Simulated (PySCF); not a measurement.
Molfile (atoms numbered from 1):
```
H3NSi
     RDKit          3D

  5  4  0  0  0  0  0  0  0  0999 V2000
    1.0855   -0.4665   -0.0303 N   0  0  0  0  0  0  0  0  0  0  0  0
   -0.4411    0.0392   -0.0288 Si  0  0  0  0  0  4  0  0  0  0  0  0
    1.8947    0.1027    0.1674 H   0  0  0  0  0  0  0  0  0  0  0  0
   -1.4163   -0.9888   -0.3465 H   0  0  0  0  0  0  0  0  0  0  0  0
   -1.1143    1.3163    0.2210 H   0  0  0  0  0  0  0  0  0  0  0  0
  1  2  2  0
  1  3  1  0
  2  4  1  0
  2  5  1  0
M  END
```

[PySCF: GFN2-xTB geometry; NMR shieldings at PBE0/pcSseg-1/GIAO; no solvent; a single conformation; relativity neglected]

Shifts are taken against calculated references (same method and geometry level): TMS for 1H (σref 31.72) and 29Si (σref 349.16); 15N (σref 267.73) vs NH3.

```json
{"atoms": "N1", "nucleus": "15N", "count": "1", "Hirshfeld charge": "-0.39", "δ (ppm)": "305.2"}
{"atoms": "H5", "nucleus": "1H", "count": "1", "Hirshfeld charge": "-0.07", "δ (ppm)": "6.62"}
{"atoms": "Si2", "nucleus": "29Si", "count": "1", "Hirshfeld charge": "0.41", "δ (ppm)": "?"}
{"atoms": "H4", "nucleus": "1H", "count": "1", "Hirshfeld charge": "-0.06", "δ (ppm)": "?"}
{"atoms": "H3", "nucleus": "1H", "count": "1", "Hirshfeld charge": "0.10", "δ (ppm)": "11.73"}
```

Complete the table.

Answers


- H4: 5.51 ppm, hydrogen on a silicon bonded to N
- Si2: 71.6 ppm, silicon bonded to N, 2 H

OH/NH shifts are gas-phase values; hydrogen bonding in solution moves them, usually downfield. Experimental scales use liquid or dissolved standards, which lie at an offset from isolated NH3 (liquid NH3: subtract about 20 ppm). Unscaled 15N shifts of sp2 nitrogen come out 20 to 40 ppm too high even then.
